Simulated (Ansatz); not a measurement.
**How basis sets differ on C2H8Si (dimethylsilane)**

The species is C2H8Si (11 atoms), meant as a singlet with charge 0. As SMILES, `C[SiH2]C`. The shape is that of a PBE0-D4/def2-TZVP optimisation.

```xyz
11

C    -1.0502    0.9672   -0.6612
Si   -0.3092   -0.6532   -0.0876
C     1.3466   -0.3923    0.7457
H    -2.0158    0.8069   -1.1461
H    -0.3917    1.4646   -1.3778
H    -1.2049    1.6449    0.1821
H    -0.1399   -1.5642   -1.2561
H    -1.2451   -1.3193    0.8633
H     2.0582    0.0752    0.0604
H     1.7726   -1.3420    1.0774
H     1.2448    0.2552    1.6203
```

Each level gives the HOMO–LUMO gap (eV). The values are calculated.

```csv
level,kind,program,value (eV),CPU time
SPW92/6-31G* (Cartesian functions),LDA,Ansatz,8.16,1.1 s
SPW92/cc-pVDZ,LDA,Ansatz,8.17,1.3 s
SPW92/cc-pVTZ,LDA,Ansatz,7.75,2.9 s
SPW92/pcseg-2,LDA,Ansatz,7.37,3 s
SPW92/def2-TZVPP,LDA,Ansatz,7.73,3.1 s
SPW92/cc-pVQZ,LDA,Ansatz,7.51,7.7 s
```

The values span 7.37 to 8.17 eV. Orbital gaps aren't excitation energies. CPU times are rough (shared hosts, several kinds of processor): they show what a rung costs within a factor of a few.
